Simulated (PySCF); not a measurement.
Compound: n-PeOH, C5H12O.
Atom-mapped SMILES: `[CH3:1][CH2:2][CH2:3][CH2:4][CH2:5][OH:6]` (hydrogens: H7, H8, H9 on C1; H10, H11 on C2; H12, H13 on C3; H14, H15 on C4; H16, H17 on C5; H18 on O6)

The geometry is computed with GFN2-xTB (gas phase).

Problem. What internal coordinates does the optimisation give?

Solution. 
```
               bond  length (bohr)   order
              C1–C2          2.880  single
              C2–C3          2.886  single
              C3–C4          2.884  single
              C4–C5          2.889  single
              C5–O6          2.661  single
C1–H7, C1–H8, C1–H9          2.056  single
     C2–H10, C2–H11          2.064  single
     C3–H12, C3–H13          2.065  single
     C4–H14, C4–H15          2.066  single
     C5–H16, C5–H17          2.072  single
             O6–H18          1.821  single
```

Bonds in one row agree within 0.02 bohr and their mean is given. Orders are formal, as drawn. A selection of angles:
```
     angle  degrees
  C2–C1–H7    110.6
  C2–C1–H9    110.5
  H7–C1–H8    108.3
  C1–C2–C3    112.1
 C1–C2–H10    109.3
 C3–C2–H10    109.2
H10–C2–H11    107.6
  C2–C3–C4    111.9
 C2–C3–H12    109.3
 C4–C3–H12    109.3
H12–C3–H13    107.6
  C3–C4–C5    112.0
 C3–C4–H14    109.8
 C5–C4–H14    108.8
H14–C4–H15    107.7
  C4–C5–O6    112.8
 C4–C5–H16    110.2
 O6–C5–H16    105.4
 O6–C5–H17    110.4
H16–C5–H17    108.2
 C5–O6–H18    108.6
```

Dihedral angles: C1–C2–C3–C4 180° (antiperiplanar); C2–C3–C4–C5 180° (antiperiplanar); C3–C4–C5–O6 -179° (antiperiplanar); H18–O6–C5–C4 -56° (synclinal). The mirror-image conformer, all signs reversed, is as good.

The 6 heavy atoms lie in one plane (0.008 Å rms). Of the pairs four or more bonds apart, H15···H18 is among the closest relative to their van der Waals radii: 2.44 Å, 102 % of the sum of Bondi's values. O6 (alcohol oxygen) is bent (angle 108.6°).

Not checked by GFN2-xTB frequencies. One conformer, not necessarily the lowest (C1–C2–C3–C4 180°, C2–C3–C4–C5 180°, C3–C4–C5–O6 -179°, C4–C5–O6–H -56°).
